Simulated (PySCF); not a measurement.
**Gas-phase thermal properties of SiH**

Computed with PySCF (xtb for GFN2) and rigid-rotor harmonic-oscillator thermochemistry at 1 bar. 'Table' is the NASA 1993 thermochemical table (part measured, part estimated). 6-31G* has spherical d functions here. Open shells (unrestricted): SiH (multiplicity 2, electronic degeneracy 4). GFN2 has no spin-polarisation term. Spin-orbit splitting is ignored; it lowers the true energy and changes the entropy of SiH. B3LYP is the form with VWN-RPA correlation. The harmonic model lacks anharmonicity and excited electronic states, which grow with temperature; levels with a mode under 35 cm⁻¹ are left out. The table's entry may be an old estimate for SiH (not checked at source).

```tsv
level	point group	σ	ZPE (kJ/mol)	S°298 (J/mol/K)	Cp298 (J/mol/K)	S°1000 (J/mol/K)	H1000 − H298 (kJ/mol)
table	-	-	-	198.0	30.1	235.8	22.2
B3LYP/6-31G*	C∞v	1	12.1	198.5	29.1	235.6	21.8
GFN2-xTB	C∞v	1	10.4	198.3	29.2	236.1	22.3
HF/6-31G*	C∞v	1	13.0	198.3	29.1	235.1	21.6
PBE/def2-SVP	C∞v	1	11.7	198.7	29.2	236.0	21.9
PBE0/def2-TZVP	C∞v	1	12.1	198.5	29.1	235.5	21.8
```
σ: rotational symmetry number. Electronic degeneracy used: 4. Frequencies are unscaled.
